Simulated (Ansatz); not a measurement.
Run this with Ansatz's Python interface and show what comes out.

`alfho.xyz`
```text
4

O    -0.09830   -1.14540    1.43250
Al    0.02680    0.03110   -0.01130
F    -1.22550    0.01590   -1.34590
H     1.35250    1.03820   -0.09560
```

`alfho.py`:
```python
"""A short Born-Oppenheimer trajectory of AlFHO."""

import ansatz as az
import numpy as np

BASIS = "6-31G"
XC = "BLYP"
N_STEPS = 20
TEMPERATURE_K = 800

mol = az.Crystal.molecule_from_extxyz("alfho.xyz")

setup = (
    mol.calculation()
    .basis(gaussian=BASIS)
    .functional(XC)
    .spin("collinear", total=1)  # spin-polarised run
    .md("nve", timestep=0.5, steps=N_STEPS, temperature=TEMPERATURE_K, initial_velocities="maxwell_boltzmann", seed=94)
)
frames = []
res = setup.session().plan().execute(on_event=lambda e: frames.append(e["data"]) if e["event"] == "md_step" else None)
print("t (fs)   E_pot (eV)      E_kin (eV)   T (K)   d(0-1) (A)")
for f in frames[::3]:
    xyz = np.array(f["positions_ang"])
    print(f"{f['time_fs']:6.2f} {f['lagrangian_ev']:14.5f} {f['e_kin_ev']:10.5f} {f['temperature_k']:8.1f} {np.linalg.norm(xyz[0] - xyz[1]):9.4f}")
kept = np.array([f["conserved_ev"] for f in frames])
print(f"conserved energy moves by at most {1000 * np.ptp(kept):.3f} meV")
```

```console
$ python alfho.py
t (fs)   E_pot (eV)      E_kin (eV)   T (K)   d(0-1) (A)
  0.00   -11374.90064    0.20682    800.0    1.8666
  1.50   -11374.85668    0.16309    630.9    1.8489
  3.00   -11374.83602    0.14252    551.3    1.8312
  4.50   -11374.85234    0.15878    614.2    1.8142
  6.00   -11374.89642    0.20265    783.9    1.7987
  7.50   -11374.93907    0.24503    947.8    1.7852
  9.00   -11374.94760    0.25352    980.6    1.7739
conserved energy moves by at most 0.623 meV
```

Reading the output:
- Total energies depend on the basis set; only differences at equal settings carry meaning.
- The trajectory is only some femtoseconds long, so its temperature is not equilibrated; where the script doesn't relax first, it starts from a rough generated geometry.
- The species is open-shell (spin multiplicity 2).
- The temperature counts the internal degrees of freedom alone.
- Finished in 29 s on 1 thread of Arm Neoverse V1, with other jobs on the host, peak memory 0.17 GiB.

(Lines on the test bed's own set-up are left out of the output.)
